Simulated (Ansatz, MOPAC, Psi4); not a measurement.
Process, species as SMILES: Cl (HCl) → [Cl-] + H+

Wanted: gas-phase deprotonation energy (enthalpy at 298 K), in kcal/mol. Terms: no spin-orbit coupling; non-relativistic; 6-31G* and kin with 6d, 5d where marked; valence correlation only. CBS(X,Y): correlation extrapolated as X^-3; Hartree-Fock from the larger set. First-principles rows: single points at B3LYP-D3(BJ) geometries (Ansatz, a quantum-chemistry and plane-wave program), with unscaled harmonic terms from B3LYP/6-31G* at its own minima. Semi-empirical rows: MOPAC heats of formation at their own minima for 298 K, the proton's as measured. Anions need diffuse functions, which STO-3G, LANL2DZ, def2-SVP, cc-pVDZ and Pople sets without + lack.

```tsv
species	coefficient	E at wB97X-D/6-31G* (Psi4), Eh	E at wB97X-V/def2-TZVPD (Ansatz), Eh	H(298 K) - E, kcal/mol	heat of formation at AM1 (MOPAC), kcal/mol
Cl (HCl)	-1	-460.77784	-460.74931	6.28	-24.61
[Cl-]	+1	-460.23554	-460.21264	1.48	-37.66
H+	+1	0.00000	0.00000	1.48	365.69
```

Coupled cluster (Ansatz) is a level with limits of its own, used here on species with T1 under 0.025 (0.045 for open shells) and stable references: CCSD(T)/CBS(aug-cc-pV(T+d)Z,aug-cc-pV(Q+d)Z). Value to compare with, CCSD(T)/CBS(aug-cc-pV(T+d)Z,aug-cc-pV(Q+d)Z) (Ansatz): 332.9 kcal/mol. 1 Eh = 627.5095 kcal/mol.

Problem. Work the quantity out at each level, and compare with CCSD(T)/CBS(aug-cc-pV(T+d)Z,aug-cc-pV(Q+d)Z) (Ansatz).

Solution. 
- wB97X-D/6-31G*: the sum of coefficient times E is 0.54230 Eh, or 340.30 kcal/mol; the thermal terms add -3.32. Result: 337.0 kcal/mol. Its difference against CCSD(T)/CBS(aug-cc-pV(T+d)Z,aug-cc-pV(Q+d)Z) (Ansatz) is 4.1 kcal/mol.
- wB97X-V/def2-TZVPD: the sum of coefficient times E is 0.53667 Eh, or 336.77 kcal/mol; the thermal terms add -3.32. Result: 333.4 kcal/mol. Its difference against CCSD(T)/CBS(aug-cc-pV(T+d)Z,aug-cc-pV(Q+d)Z) (Ansatz) is 0.5 kcal/mol.
- AM1: the sum of coefficient times heat of formation is 352.64 kcal/mol; it needs no thermal term. Its difference against CCSD(T)/CBS(aug-cc-pV(T+d)Z,aug-cc-pV(Q+d)Z) (Ansatz) is 19.7 kcal/mol.
